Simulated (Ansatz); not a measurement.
The input, for Ansatz 0.2.0:

```yaml
crystal:
  periodic: [false, false, false]
  atoms:
    - {symbol: B, position_ang: [0.000000, -0.571027, 1.379069]}
    - {symbol: S, position_ang: [0.000000, 0.406441, 0.138989]}
    - {symbol: N, position_ang: [0.000000, -0.503540, -1.238897]}
    - {symbol: H, position_ang: [0.000000, 0.192271, -1.997088]}
basis:
  gaussian: {orbitals: 6-31G, fitting: {mean_field: def2-universal-jkfit}}
magnetization: {spin_polarized: false, initial_magnetization: 3}
correlation: {method: bccd_t, electrons: all}
accuracy: high
output: {forces: true}
```

```sh
$ ansatz run in.yaml --threads 1 --pin off --events-out ev --progress --plain --max-ram 2393MiB
```

Task: Roughly how long does this take on 1 thread of AMD EPYC, shared host, and how much host memory?

Result: 46 s wall and 0.21 GiB.

```
298 factors; integrals over basis functions are off by at most 2.7e-2 eV
mean field evaluation 1: about -12974.1903 eV, gradient 2.2e1 eV
mean field evaluation 2: about -12976.2773 eV, gradient 2.1e1 eV
mean field evaluation 4: about -12978.2169 eV, gradient 2.7e0 eV
mean field evaluation 8: about -12978.2658 eV, gradient 1.6e-8 eV
mean field evaluation 16: about -12971.0298 eV, gradient 9.0e0 eV
mean field evaluation 32: about -12978.2629 eV, gradient 3.4e-1 eV
mean field evaluation 64: about -12968.6925 eV, gradient 4.3e-3 eV
mean field evaluation 96: about -12970.6593 eV, gradient 1.2e-3 eV
mean field evaluation 128: about -12973.3047 eV, gradient 7.5e0 eV
mean field evaluation 160: about -12972.4282 eV, gradient 2.2e-2 eV
...
cycle  14  -5.40305235 eV  change    1.8e-7 eV  update   4.4e-7
cycle  15  -5.40305253 eV  change   -1.7e-7 eV  update   2.0e-7
cycle  16  -5.40305248 eV  change    4.5e-8 eV  update   9.3e-8
cycle  17  -5.40305246 eV  change    2.2e-8 eV  update   5.1e-8
cycle  18  -5.40305220 eV  change    2.6e-7 eV  update   7.9e-8
cycle  19  -5.40305219 eV  change    1.6e-8 eV  update   3.5e-8
cycle  20  -5.40305218 eV  change    3.8e-9 eV  update   1.5e-8
cycle  21  -5.40305218 eV  change   8.5e-10 eV  update   7.8e-9
cycle  22  -5.40305218 eV  change   4.6e-10 eV  update   4.0e-9
cycle  23  -5.40305218 eV  change    1.6e-9 eV  update   1.9e-9
perturbative correction -0.17677026 eV, -0.0064961871 hartree
the calculation of the forces begins
Total energy: -12983.84559475 eV, -477.1475248403 hartree
Atom 0 at     0.000000    -0.571027     1.379069 Å, force    -0.000000    -4.870974     6.563448 eV/Å
Atom 1 at     0.000000     0.406441     0.138989 Å, force     0.000000     7.760765    -1.071966 eV/Å
Atom 2 at     0.000000    -0.503540    -1.238897 Å, force     0.000000    -2.875008    -4.587542 eV/Å
Atom 3 at     0.000000     0.192271    -1.997088 Å, force     0.000000    -0.014783    -0.903940 eV/Å
Dipole moment:     0.000000     0.340652    -0.120931 e Å
```

Forces (eV/Å):
```
B    0.000 -4.871  6.563
S    0.000  7.761 -1.072
N    0.000 -2.875 -4.588
H    0.000 -0.015 -0.904
```
